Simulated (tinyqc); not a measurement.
Worked calculation: MP2 on RHF in the sto-6g basis, for H2O, spin multiplicity 1. One step of it, computed by the program tinyqc.

Task: Iteration 1: building the Fock matrix. J_ij = sum D_kl (ij|kl), K_ij = sum D_kl (ik|jl); F = H + J - 0.5 K; E = tr D H + tr D J / 2 - 0.25 tr D K + E_nn.

D at the start, lower triangle:
```
            1O 1s      1O 2s    1O 2px     1O 2py     1O 2pz     2H 1s     3H 1s
1O 1s    2.129393
1O 2s   -0.610944   2.866975
1O 2px   0.000000   0.000000  2.000000
1O 2py   0.000000   0.000000  0.000000   2.381983
1O 2pz  -0.070718   0.464071  0.000000   0.000000   2.279104
2H 1s    0.097655  -0.451222  0.000000  -0.402736  -0.311212  0.164858
3H 1s    0.097655  -0.451222  0.000000   0.402736  -0.311212  0.028672  0.164858
```

core Hamiltonian H = T + V (hartree), lower triangle:
```
             1O 1s      1O 2s     1O 2px     1O 2py     1O 2pz      2H 1s      3H 1s
1O 1s   -33.097632
1O 2s    -7.316939  -9.303006
1O 2px    0.000000   0.000000  -7.520067
1O 2py    0.000000   0.000000   0.000000  -7.664135
1O 2pz   -0.025549  -0.278341   0.000000   0.000000  -7.657553
2H 1s    -1.981091  -4.082029   0.000000  -1.942021  -2.007880  -5.333400
3H 1s    -1.981091  -4.082029   0.000000   1.942021  -2.007880  -2.189614  -5.333400
```

Two-electron integrals (ij|kl) in chemists' order, unique and non-zero (hartree):
```
(11|11) 4.787491    (21|11) 0.675884    (21|21) 0.121505    (22|11) 1.117379
(22|21) 0.249212    (22|22) 0.817383    (31|31) 0.025762    (32|31) 0.039145
(32|32) 0.180664    (33|11) 1.117381    (33|21) 0.249212    (33|22) 0.817382
(33|33) 0.880663    (41|41) 0.025762    (42|41) 0.039145    (42|42) 0.180664
(43|43) 0.047461    (44|11) 1.117381    (44|21) 0.249212    (44|22) 0.817382
(44|33) 0.785741    (44|44) 0.880663    (51|51) 0.025762    (52|51) 0.039145
(52|52) 0.180664    (53|53) 0.047461    (54|54) 0.047461    (55|11) 1.117381
(55|21) 0.249212    (55|22) 0.817382    (55|33) 0.785741    (55|44) 0.785741
(55|55) 0.880663    (61|11) 0.194209    (61|21) 0.033438    (61|22) 0.066998
(61|33) 0.066851    (61|41) 0.001163    (61|42) 0.002263    (61|44) 0.067076
(61|51) 0.001137    (61|52) 0.002211    (61|54) 0.000221    (61|55) 0.067066
(61|61) 0.009381    (62|11) 0.439211    (62|21) 0.099168    (62|22) 0.356098
(62|33) 0.350448    (62|41) 0.005620    (62|42) 0.040091    (62|44) 0.359121
(62|51) 0.005490    (62|52) 0.039164    (62|54) 0.008473    (62|55) 0.358725
(62|61) 0.027381    (62|62) 0.187085    (63|31) 0.011434    (63|32) 0.062932
(63|43) 0.008419    (63|53) 0.008224    (63|63) 0.027620    (64|11) 0.215616
(64|21) 0.049407    (64|22) 0.189223    (64|33) 0.180526    (64|41) 0.013953
(64|42) 0.083473    (64|44) 0.202098    (64|51) 0.002461    (64|52) 0.020066
(64|54) 0.012849    (64|55) 0.185044    (64|61) 0.014324    (64|62) 0.120928
(64|64) 0.105120    (65|11) 0.210632    (65|21) 0.048265    (65|22) 0.184849
(65|33) 0.176354    (65|41) 0.002461    (65|42) 0.020066    (65|44) 0.180979
(65|51) 0.013838    (65|52) 0.082535    (65|54) 0.012937    (65|55) 0.197215
(65|61) 0.013993    (65|62) 0.118133    (65|64) 0.075708    (65|65) 0.101579
(66|11) 0.556359    (66|21) 0.127915    (66|22) 0.521432    (66|33) 0.500341
(66|41) 0.010090    (66|42) 0.095728    (66|44) 0.532717    (66|51) 0.009857
(66|52) 0.093515    (66|54) 0.031627    (66|55) 0.531237    (66|61) 0.035761
(66|62) 0.334610    (66|64) 0.247523    (66|65) 0.241802    (66|66) 0.774999
(71|11) 0.194209    (71|21) 0.033438    (71|22) 0.066998    (71|33) 0.066851
(71|41) -0.001163   (71|42) -0.002263   (71|44) 0.067076    (71|51) 0.001137
(71|52) 0.002211    (71|54) -0.000221   (71|55) 0.067066    (71|61) 0.009266
(71|62) 0.026631    (71|64) 0.012568    (71|65) 0.013597    (71|66) 0.034314
(71|71) 0.009381    (72|11) 0.439211    (72|21) 0.099168    (72|22) 0.356098
(72|33) 0.350448    (72|41) -0.005620   (72|42) -0.040091   (72|44) 0.359121
(72|51) 0.005490    (72|52) 0.039164    (72|54) -0.008473   (72|55) 0.358725
(72|61) 0.026631    (72|62) 0.159265    (72|64) 0.069745    (72|65) 0.098110
(72|66) 0.242850    (72|71) 0.027381    (72|72) 0.187085    (73|31) 0.011434
(73|32) 0.062932    (73|43) -0.008419   (73|53) 0.008224    (73|63) 0.023014
(73|73) 0.027620    (74|11) -0.215616   (74|21) -0.049407   (74|22) -0.189223
(74|33) -0.180526   (74|41) 0.013953    (74|42) 0.083473    (74|44) -0.202098
(74|51) -0.002461   (74|52) -0.020066   (74|54) 0.012849    (74|55) -0.185044
(74|61) -0.012568   (74|62) -0.069745   (74|64) -0.007637   (74|65) -0.041856
(74|66) -0.090523   (74|71) -0.014324   (74|72) -0.120928   (74|74) 0.105120
(75|11) 0.210632    (75|21) 0.048265    (75|22) 0.184849    (75|33) 0.176354
(75|41) -0.002461   (75|42) -0.020066   (75|44) 0.180979    (75|51) 0.013838
(75|52) 0.082535    (75|54) -0.012937   (75|55) 0.197215    (75|61) 0.013597
(75|62) 0.098110    (75|64) 0.041856    (75|65) 0.082606    (75|66) 0.165504
(75|71) 0.013993    (75|72) 0.118133    (75|74) -0.075708   (75|75) 0.101579
(76|11) 0.217335    (76|21) 0.049605    (76|22) 0.193391    (76|33) 0.188512
(76|44) 0.191546    (76|51) 0.004315    (76|52) 0.036530    (76|55) 0.200113
(76|61) 0.013612    (76|62) 0.103406    (76|64) 0.056997    (76|65) 0.073443
(76|66) 0.193584    (76|71) 0.013612    (76|72) 0.103406    (76|74) -0.056997
(76|75) 0.073443    (76|76) 0.068877    (77|11) 0.556359    (77|21) 0.127915
(77|22) 0.521432    (77|33) 0.500341    (77|41) -0.010090   (77|42) -0.095728
(77|44) 0.532717    (77|51) 0.009857    (77|52) 0.093515    (77|54) -0.031627
(77|55) 0.531237    (77|61) 0.034314    (77|62) 0.242850    (77|64) 0.090523
(77|65) 0.165504    (77|66) 0.392054    (77|71) 0.035761    (77|72) 0.334610
(77|74) -0.247523   (77|75) 0.241802    (77|76) 0.193584    (77|77) 0.774999
```

nuclear repulsion = 9.73979507 hartree

Give: Coulomb J; exchange K; Fock matrix F; total energy of this density.

Result:

Coulomb J (hartree), lower triangle:
```
         1O 1s   1O 2s  1O 2px  1O 2py  1O 2pz  2H 1s  3H 1s
1O 1s   18.885
1O 2s    3.405   8.894
1O 2px   0.000   0.000   8.901
1O 2py   0.000   0.000   0.000   8.892
1O 2pz   0.006  -0.010   0.000   0.000   8.890
2H 1s    0.941   3.755   0.000   1.952   1.900  5.259
3H 1s    0.941   3.755   0.000  -1.952   1.900  1.982  5.259
```

exchange K (hartree), lower triangle:
```
        1O 1s   1O 2s  1O 2px  1O 2py  1O 2pz  2H 1s  3H 1s
1O 1s   9.904
1O 2s   1.599   2.855
1O 2px  0.000   0.000   2.385
1O 2py  0.000   0.000   0.000   2.373
1O 2pz  0.002  -0.002   0.000   0.000   2.368
2H 1s   0.471   1.063   0.000   0.415   0.401  0.583
3H 1s   0.471   1.063   0.000  -0.415   0.401  0.401  0.583
```

Fock matrix F (hartree), lower triangle:
```
          1O 1s   1O 2s  1O 2px  1O 2py  1O 2pz   2H 1s   3H 1s
1O 1s   -19.165
1O 2s    -4.712  -1.836
1O 2px    0.000   0.000   0.188
1O 2py    0.000   0.000   0.000   0.041
1O 2pz   -0.021  -0.287   0.000   0.000   0.048
2H 1s    -1.275  -0.858   0.000  -0.198  -0.309  -0.365
3H 1s    -1.275  -0.858   0.000   0.198  -0.309  -0.408  -0.365
```

total energy of this density = -73.88967 hartree
